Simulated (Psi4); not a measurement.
**One shape, several levels: CH2AlN (SMILES N#[C][AlH2])**

Wanted: a comparison of 4 runs (HF/3-21G, HF-D3M(BJ)/aug-cc-pV(D+d)Z, B3LYP/6-31G*, U-r2SCAN0/DZP) of CH2AlN. 

Program for the calculation: Psi4 1.11.

1 further run of the same task is left out (set aside as unsound or not needed).

## Step 1: The molecule

The species is CH2AlN (5 atoms), meant as a singlet with charge 0. SMILES: `N#[C][AlH2]`. Geometry: relaxed at PBE0-D4/def2-TZVP.

Bond lengths: N1–C2 1.154 Å, C2–Al3 1.938 Å, Al3–H4 1.573 Å, Al3–H5 1.572 Å. Angles: N1–C2–Al3 180.0°, C2–Al3–H4 117.0°, C2–Al3–H5 117.0°, H4–Al3–H5 126.1°.

## Step 2: The energy at HF/3-21G (run 1)

Contents of ch2aln.json:

```json
{
  "schema_name": "qcschema_input",
  "schema_version": 1,
  "molecule": {
    "schema_name": "qcschema_molecule",
    "schema_version": 2,
    "symbols": ["N", "C", "Al", "H", "H"],
    "geometry": [2.61216842, -2.54357136, 2.63465616, 1.3496424, -1.31902883, 1.34510706, -0.76949648, 0.73699319, -0.82127497, -3.07968667, -0.61019257, -2.1168712, -0.01833034, 3.59652676, -1.1198517],
    "molecular_charge": 0,
    "molecular_multiplicity": 1,
    "fix_symmetry": "c1",
    "fix_com": true,
    "fix_orientation": true
  },
  "driver": "energy",
  "model": {
    "method": "hf",
    "basis": "3-21G"
  },
  "keywords": {
    "puream": true,
    "e_convergence": 1e-09,
    "d_convergence": 1e-08,
    "scf_type": "pk",
    "scf_properties": ["LOWDIN_CHARGES", "QUADRUPOLE", "MULLIKEN_CHARGES"]
  }
}
```

Run with:

```bash
$ psi4 --qcschema ch2aln.json -n 1 --memory 1600MB
```

stdout:

```text
[...]
  Running in c1 symmetry.
[...]
  Nuclear repulsion =   69.014155664648129
[...]
  Multiplicity = 1
[...]
  Nalpha       = 14
  Nbeta        = 14
[...]
    Number of basis functions: 35
[...]
   @RHF iter   1:  -333.51022006788611   -1.22484e+00   6.07295e-03 DIIS/ADIIS
[...]
   @RHF iter  11:  -333.53827960441595   -5.11591e-13   2.64039e-09 DIIS
[...]
    Orbital Energies [Eh]
    ---------------------
    Doubly Occupied:
       1A    -58.108405     2A    -15.509412     3A    -11.189407
       4A     -4.914941     5A     -3.218923     6A     -3.217677
       7A     -3.217325     8A     -1.235285     9A     -0.690033
      10A     -0.563992    11A     -0.503018    12A     -0.487135
      13A     -0.473495    14A     -0.447560
[...]
  @RHF Final Energy:  -333.53827960441595
   => Energetics <=
    Nuclear Repulsion Energy =             69.0141556646481291
    One-Electron Energy =                -597.5516517754198276
    Two-Electron Energy =                 194.9992165063557650
    Total Energy =                       -333.5382796044159477
[...]
 Multipole Moments:
 ------------------------------------------------------------------------------------
     Multipole            Electronic (a.u.)      Nuclear  (a.u.)        Total (a.u.)
 ------------------------------------------------------------------------------------
 L = 1.  Multiply by 2.5417464519 to convert [e a0] to [Debye]
 Dipole X            :        -14.0478039           13.2815621           -0.7662418
 Dipole Y            :         13.8953887          -13.1519268            0.7434619
 Dipole Z            :        -13.3828626           12.5999380           -0.7829246
 Magnitude           :                                                    1.3239460
 L = 2.  Multiply by 1.3450342976 to convert [e a0^2] to [Debye ang]
 Quadrupole XX       :        -97.0589756           75.8756034          -21.1833721
 Quadrupole XY       :         63.8328933          -62.7501622            1.0827311
[...]
  Mulliken Charges: (a.u.)
   Center  Symbol    Alpha    Beta     Spin     Total
       1     N     3.71839  3.71839  0.00000 -0.43678
       2     C     3.08051  3.08051  0.00000 -0.16103
       3    AL     5.96283  5.96283  0.00000  1.07434
       4     H     0.61914  0.61914  0.00000 -0.23827
       5     H     0.61913  0.61913  0.00000 -0.23826
   Total alpha = 14.00000, Total beta = 14.00000, Total charge =  0.00000
  Lowdin Charges: (a.u.)
   Center  Symbol    Alpha    Beta     Spin     Total
       1     N     3.50683  3.50683  0.00000 -0.01366
[...]
```

The result, in JSON:

```text
{
 "driver": "energy",
 "model": {
  "method": "hf",
  "basis": "3-21G"
 },
 "success": true,
 "return_result": -333.53827960441595,
 "properties": {
  "calcinfo_nbasis": 35,
  "calcinfo_nmo": 35,
  "calcinfo_nalpha": 14,
  "calcinfo_nbeta": 14,
  "calcinfo_natom": 5,
  "nuclear_repulsion_energy": 69.01415566464813,
  "return_energy": -333.53827960441595,
  "scf_one_electron_energy": -597.5516517754198,
  "scf_two_electron_energy": 194.99921650635576,
  "scf_dipole_moment": [-0.7662417752339863, 0.7434619017490167, -0.7829245873660877],
  "scf_total_energy": -333.53827960441595,
  "scf_iterations": 11
 }
}
```

It took 1.4 s on 1 thread of Intel Xeon Platinum 8488C (Sapphire Rapids), shared host; peak memory 0.18 GiB.

## Step 3: A single-point energy at HF-D3M(BJ)/aug-cc-pV(D+d)Z (run 2)

Contents of calc.py:

```python
import psi4

psi4.set_memory('1600 MB')
psi4.set_num_threads(1)
psi4.set_output_file('psi4.out', False)

mol = psi4.geometry("""
0 1
N      2.61216842    -2.54357136     2.63465616
C      1.34964240    -1.31902883     1.34510706
Al    -0.76949648     0.73699319    -0.82127497
H     -3.07968667    -0.61019257    -2.11687120
H     -0.01833034     3.59652676    -1.11985170
units au
""")

psi4.set_options({
    'reference': 'rhf',
    'scf_type': 'direct',
    'print': 2,
    'e_convergence': 0.0001,
    'soscf': True,
})

energy_value, wavefunction = psi4.energy("hf-d3mbj2b/aug-cc-pV(D+d)Z", return_wfn=True)
print(f'hf-d3mbj2b/aug-cc-pV(D+d)Z energy: {energy_value:.10f} Eh')
```

Run with:

```bash
$ python calc.py
```

psi4.out:

```text
[...]
  Running in c1 symmetry.
[...]
  Nuclear repulsion =   69.014155664648129
[...]
  Multiplicity = 1
[...]
  Nalpha       = 14
  Nbeta        = 14
[...]
   @DF-RHF iter   1:  -335.42414924102542   -1.26389e+00   2.95665e-03 DIIS/ADIIS
[...]
   @RHF iter   7:  -335.47398102190670   -5.39078e-07   5.45350e-08 SOSCF, nmicro=conv
[...]
    Orbital Energies [Eh]
    ---------------------
    Doubly Occupied:
       1A    -58.526814     2A    -15.592195     3A    -11.252435
       4A     -4.939768     5A     -3.255652     6A     -3.252881
       7A     -3.251410     8A     -1.220873     9A     -0.700492
      10A     -0.573614    11A     -0.513496    12A     -0.489083
      13A     -0.476561    14A     -0.454548
[...]
  @RHF Final Energy:  -335.47398102190670
   => Energetics <=
    Nuclear Repulsion Energy =             69.0141556646481291
    One-Electron Energy =                -599.8495836777174191
    Two-Electron Energy =                 195.4249691839044374
    Total Energy =                       -335.4739810219067522
[...]
 Multipole Moments:
 ------------------------------------------------------------------------------------
     Multipole            Electronic (a.u.)      Nuclear  (a.u.)        Total (a.u.)
 ------------------------------------------------------------------------------------
 L = 1.  Multiply by 2.5417464519 to convert [e a0] to [Debye]
 Dipole X            :          0.5931456           -1.4258200           -0.8326744
 Dipole Y            :         -0.5753167            1.3831863            0.8078696
 Dipole Z            :          0.6069069           -1.4576532           -0.8507463
 Magnitude           :                                                    1.4386692
[...]
```

On the terminal:

```text
hf-d3mbj2b/aug-cc-pV(D+d)Z energy: -335.4739810219 Eh
```

Run time: 15 s. Hardware: 1 thread of Intel Xeon Platinum 8488C (Sapphire Rapids), shared host; peak memory 0.29 GiB.

Run 3 isn't shown in full; the table further down has it.

## Step 4: A single-point energy at U-r2SCAN0/DZP (sfX2C, density fitting, Cartesian functions) (run 4)

Contents of job.inp:

```
memory 1600 MB

molecule {
  0 1
  N      1.382300    -1.346000     1.394200
  C      0.714200    -0.698000     0.711800
  Al    -0.407200     0.390000    -0.434600
  H     -1.629700    -0.322900    -1.120200
  H     -0.009700     1.903200    -0.592600
}

set basis DZP
set reference uks
set scf_type disk_df
set relativistic x2c

energy('r2scan0')
```

Run with:

```bash
$ psi4 job.inp job.out -n 1
```

job.out:

```text
[...]
  Running in c1 symmetry.
[...]
  Nuclear repulsion =   69.014155576228063
[...]
  Multiplicity = 1
[...]
  Nalpha       = 14
  Nbeta        = 14
[...]
    Number of basis functions: 66
[...]
    WARNING: The X2C and Dirac Hamiltonians have substatially different eigenvalues!
             This is probably caused by the recontraction of the basis set.
[...]
   @DF-UKS iter   1:  -336.71106207740706   -7.75660e-01   6.79619e-03 DIIS/ADIIS
[...]
   @DF-UKS iter   8:  -336.81445293969733   -6.36447e-09   1.22020e-07 DIIS
[...]
   @S^2 Observed:               -5.329070518E-14
[...]
    Orbital Energies [Eh]
    ---------------------
    Alpha Occupied:
       1A    -56.562296     2A    -14.545872     3A    -10.371469
       4A     -4.332409     5A     -2.803583     6A     -2.796264
       7A     -2.794263     8A     -0.962240     9A     -0.546242
      10A     -0.426804    11A     -0.379121    12A     -0.373780
      13A     -0.373534    14A     -0.346554
    Alpha Virtual:
      15A     -0.085461    16A      0.006691    17A      0.050182
      18A      0.055195    19A      0.057536    20A      0.159845
      21A      0.204852    22A      0.266437    23A      0.354737
      24A      0.370462    25A      0.394828    26A      0.433421
[...]
  @DF-UKS Final Energy:  -336.81445293969733
   => Energetics <=
    Nuclear Repulsion Energy =             69.0141555762280632
    One-Electron Energy =                -600.9027180212091253
    Two-Electron Energy =                 219.0520548542123151
    DFT Exchange-Correlation Energy =     -23.9779453489285821
    Empirical Dispersion Energy =           0.0000000000000000
    VV10 Nonlocal Energy =                  0.0000000000000000
    Total Energy =                       -336.8144529396973326
[...]
 Multipole Moments:
 ------------------------------------------------------------------------------------
     Multipole            Electronic (a.u.)      Nuclear  (a.u.)        Total (a.u.)
 ------------------------------------------------------------------------------------
 L = 1.  Multiply by 2.5417464519 to convert [e a0] to [Debye]
 Dipole X            :          0.6636009           -1.4258200           -0.7622191
 Dipole Y            :         -0.6436538            1.3831863            0.7395326
 Dipole Z            :          0.6788522           -1.4576532           -0.7788010
 Magnitude           :                                                    1.3169728
[...]
```

It took 6.3 s on 1 thread of Intel Xeon Platinum 8488C (Sapphire Rapids), shared host; peak memory 0.63 GiB.

## Step 5: Overview of the runs

| run | level | integrals | symmetry | energy (Eh) | dipole moment (D) | HOMO energy (eV) | LUMO energy (eV) | wall time |
| --- | --- | --- | --- | --- | --- | --- | --- | --- |
| 1 | HF/3-21G | pk | c1 | -333.538280 | 3.37 | -12.18 | 0.30 | 1.4 s |
| 2 | HF-D3M(BJ)/aug-cc-pV(D+d)Z | direct | auto | -335.473981 | 3.66 | -12.37 | -0.01 | 15 s |
| 3 | B3LYP/6-31G* (Cartesian functions) | pk | c1 | -336.471893 | 3.21 | -8.90 | -2.67 | 5.7 s |
| 4 | U-r2SCAN0/DZP (sfX2C, density fitting, Cartesian functions) | disk_df | auto | -336.814453 | 3.35 | -9.43 | -2.33 | 6.3 s |

## Step 6: What came out

| quantity | value |
| --- | --- |
| run 4: total energy | -336.81445 Eh |
| run 4: dipole moment | 3.35 D |
| run 4: HOMO energy | -9.43 eV |
| run 4: LUMO energy | -2.33 eV |
| run 4: HOMO–LUMO gap | 7.10 eV |

What this shows: The dipole moment (its size) runs from 3.21 D (B3LYP/6-31G*) to 3.66 D (HF-D3M(BJ)/aug-cc-pV(D+d)Z). The two ends differ in method and basis. The HOMO–LUMO gap runs from 6.23 eV (B3LYP/6-31G*) to 12.48 eV (HF/3-21G). Totals of different functionals can't be ranked against each other. Some runs of one species differ in core potentials or relativity; totals across that change don't compare. All runs together took 28 s, the longest 15 s.
